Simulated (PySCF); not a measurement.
Gas-phase reaction: 2 SiF3 + 2 O ⇌ Si2O2 + 6 F

Computed with PySCF and rigid-rotor harmonic-oscillator thermochemistry at 1 bar. † marks an energy on the PBE0/def2-TZVP geometry and frequencies. MP2 and CCSD(T) freeze the core. Open shells (unrestricted): SiF3 (multiplicity 2), O (multiplicity 3), F (multiplicity 2); the rest are closed-shell singlets. Spin-orbit splitting is ignored; it lowers the true energy and changes the entropy of O, F. B3LYP is the form with VWN-RPA correlation. Si2O2: computed as isolated molecules; such fragments, hydroxides, amides, oligomers or adducts are transient or little studied in the gas. MP2 isn't extrapolated to the basis-set limit. CCSD(T) isn't extrapolated to the basis-set limit.

CCSD(T)/def2-SVP† gives ΔH°(298 K) = 1391 kJ.

**Question.** What do BLYP/def2-TZVP†, B3LYP/def2-TZVP†, MP2/def2-SVP† give?

**Answer.** BLYP/def2-TZVP†: 1535 kJ; B3LYP/def2-TZVP†: 1521 kJ; MP2/def2-SVP†: 1512 kJ. For scale, ΔH°(298 K) is 1391 kJ at this level, 1493 kJ at ωB97M-V/def2-TZVP†, and runs from 580 to 1781 kJ over the 20 levels computed.
